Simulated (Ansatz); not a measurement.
N2H4, singlet in STO-3G: errors against full CI

Geometry: MP2(full)/6-31G*, from the G2/97 set.

```xyz
6

N     0.0000    0.7190   -0.0440
N     0.0000   -0.7190   -0.0440
H     0.2111    1.0928    0.8816
H    -0.9482    1.0050   -0.2704
H    -0.2111   -1.0928    0.8816
H     0.9482   -1.0050   -0.2704
```

Basis STO-3G; Ansatz 0.2.0. Correlated methods freeze the noble-gas cores, which leaves 14 electrons in 12 orbitals. R marks a restricted (for open shells ROHF) determinant. Active spaces: valence = (14e, 12o) chosen from the atoms' valence shells.

Full CI is exact within this basis and frozen core; it isn't the basis-set limit.

The UHF ⟨S²⟩ is 0.000. The T1 diagnostic (RCCSD) is 0.0052. The largest doubles amplitude (RCCSD) is 0.052.

```json
{"level": "RHF", "E − E(full CI) (meV)": "3322", "share of correlation (%)": "0.00", "wall time": "–"}
{"level": "RMP2", "E − E(full CI) (meV)": "874", "share of correlation (%)": "73.68", "wall time": "–"}
{"level": "CISD", "E − E(full CI) (meV)": "172", "share of correlation (%)": "94.81", "wall time": "0.15 s"}
{"level": "RCCSD", "E − E(full CI) (meV)": "26", "share of correlation (%)": "99.21", "wall time": "–"}
{"level": "RCCSD(T)", "E − E(full CI) (meV)": "9", "share of correlation (%)": "99.74", "wall time": "0.12 s"}
{"level": "BCCD(T)", "E − E(full CI) (meV)": "9", "share of correlation (%)": "99.73", "wall time": "0.18 s"}
{"level": "RCCSDT", "E − E(full CI) (meV)": "3", "share of correlation (%)": "99.90", "wall time": "–"}
{"level": "CISDTQ", "E − E(full CI) (meV)": "4", "share of correlation (%)": "99.88", "wall time": "0.43 s"}
{"level": "RCCSDT(Q)", "E − E(full CI) (meV)": "1", "share of correlation (%)": "99.98", "wall time": "0.46 s"}
{"level": "RCCSDTQ", "E − E(full CI) (meV)": "0", "share of correlation (%)": "100.00", "wall time": "3.6 s"}
```

The correlation energy at full CI, counted from RHF, is -3.322 eV. That run took 1.1 s on 1 thread of AMD EPYC 7R13, shared host over 313,632 determinants.

Run but not shown, since their state or frozen core can't be matched to the reference's or they repeat it: CASSCF (valence space), NEVPT2 (valence space), MRCISD (valence space), MRCISD+Q (valence space).

Times hold each run's SCF and search for its determinant on a shared host, so for small cases they say little of a method's own cost; they ran on 1 thread of AMD EPYC 7R13.

The full-CI state has the irrep A of C2, in the program's axes.

Natural occupations of full CI about the gap: 1.983 1.981 1.974 1.974 1.967 0.034 0.025 0.024 0.024 0.023; effectively unpaired electrons, Σ n²(2−n)², 0.03.

Atomization energy (electronic, same basis, no zero-point term; atoms at the same level, unrestricted beside the R rows where the molecule is a closed shell, with restricted open-shell steps beyond CCSDT(Q)) at full CI: 1479.9 kJ/mol. Errors of other levels:

| level | error (kJ/mol) |
| --- | --- |
| RHF | -320.5 |
| RMP2 | -84.3 |
| CISD | -16.6 |
| RCCSD | -2.5 |
| RCCSD(T) | -0.8 |
| BCCD(T) | -0.9 |
| RCCSDT | -0.3 |
| CISDTQ | -0.4 |
| RCCSDT(Q) | -0.1 |
| RCCSDTQ | 0.0 |

This basis is far from its limit, so the value isn't to be set against a measured one. Truncated CI isn't size-consistent, which counts against it in atomization.
